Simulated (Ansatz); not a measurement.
## H2Si–GeH, quartet: reading a ladder of total energies

Geometry: that of the H2Si–GeH, doublet, kept fixed. The doublet lies 2.4 eV lower here.

```json
{"atom": "Si", "x (Å)": "0.0000", "y (Å)": "0.0181", "z (Å)": "1.6516"}
{"atom": "Ge", "x (Å)": "0.0000", "y (Å)": "-0.0284", "z (Å)": "-0.7002"}
{"atom": "H", "x (Å)": "0.0000", "y (Å)": "1.1857", "z (Å)": "2.5806"}
{"atom": "H", "x (Å)": "0.0000", "y (Å)": "-1.2094", "z (Å)": "2.4992"}
{"atom": "H", "x (Å)": "0.0000", "y (Å)": "1.5656", "z (Å)": "-0.6371"}
```

Basis cc-pVTZ; Ansatz 0.2.0. Correlated methods freeze the noble-gas cores and the filled d shells of p-block atoms, which leaves 11 electrons in 100 orbitals. Prefix R: restricted or restricted open-shell reference; prefix U: unrestricted. No spin–orbit coupling is included, and no scalar relativity.

Full CI isn't at hand for all of this; UCCSDT(Q) serves as the reference, and is uncertain by about the last step of the cluster series.

Runs differ by some tens of microhartree through their thresholds and, for an open shell, their frozen cores, so steps under 0.03 kcal/mol mean nothing.

```json
{"level": "UHF", "total energy (hartree)": "-2365.967106"}
{"level": "UMP2", "total energy (hartree)": "-2366.150646"}
{"level": "UCCSD", "total energy (hartree)": "-2366.189256"}
{"level": "UCCSD(T)", "total energy (hartree)": "-2366.197584"}
{"level": "UCCSDT", "total energy (hartree)": "-2366.199157"}
{"level": "UCCSDT(Q)", "total energy (hartree)": "-2366.199535"}
```

What is the correlation energy at UCCSDT(Q), and what share of it do UMP2 and UCCSD recover?

E(corr) = -2366.199535 − (-2365.967106) = -0.232429 hartree = -6.325 eV. UMP2: -0.183540 / -0.232429 = 78.97 %. UCCSD: -0.222150 / -0.232429 = 95.58 %.

By how many kcal/mol does UCCSD(T) miss UCCSDT(Q) (1 hartree = 627.509 kcal/mol), and which steps make up the rest?

-2366.197584 − (-2366.199535) = 0.001951 hartree = 1.22 kcal/mol. Steps: UCCSDT − UCCSD(T) = -0.99, UCCSDT(Q) − UCCSDT = -0.24 kcal/mol. Differences between like states or geometries often cancel part of this.
